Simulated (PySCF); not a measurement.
Atom-mapped SMILES (the numbers label the heavy atoms): `[O:1]=[CH:2][NH:3][CH:4]=[O:5]` (H(Xn): hydrogen on atom n).

Computed data (PySCF 2.14.0 with density-fitted response routines): PBE0-D3(BJ)/def2-SVP geometry, shielding tensors at KT2/pcSseg-2 (GIAO). No solvent, no relativistic terms, one computed conformer, fast rotation and ring inversion assumed for equivalent nuclei.

References, each an isolated molecule treated in the same way: TMS for 13C and 1H; 17O against H2O; 15N vs NH3.

| atoms | nucleus | count | δ (ppm) |
| --- | --- | --- | --- |
| H(N3) | 1H | 1 | 6.41 |
| H(C2)/H(C4) | 1H | 2 | ? |
| O1/O5 | 17O | 2 | ? |
| C2/C4 | 13C | 2 | 149.3 |
| N3 | 15N | 1 | 196.6 |

**Question.** Fill in the missing shifts.

**Answer.** 
- H(C2)/H(C4): 8.37 ppm, hydrogen on an amide carbonyl carbon
- O1/O5: 472.7 ppm, amide-type carbonyl oxygen

The OH or NH signal is concentration- and solvent-dependent in practice; the value given is the gas-phase one. Shifts are as computed. Against solution values, carbons near 30 ppm lie about +3 ppm off and those near 130 ppm about -1 ppm. Of 1211 compounds with measured shifts, 218 miss one by over three times the rms of a fit or turn the order of signals round; such compounds aren't used in these exercises. Hydrogen bonding in solution shields acid and N–H amide carbonyl oxygens by tens of ppm. The C=O carbon of an acid or of an amide with N–H lies up to 10 ppm further downfield in solution, through hydrogen bonding that the calculation lacks. Unscaled 17O shifts of doubly bonded oxygen tend to come out too high, by tens of ppm or more. Experimental scales use liquid or dissolved standards, which lie at an offset from isolated NH3 (liquid NH3: subtract about 20 ppm) and H2O (liquid H2O: subtract about 36 ppm). Unscaled 15N shifts of sp2 nitrogen come out 20 to 40 ppm too high even then.
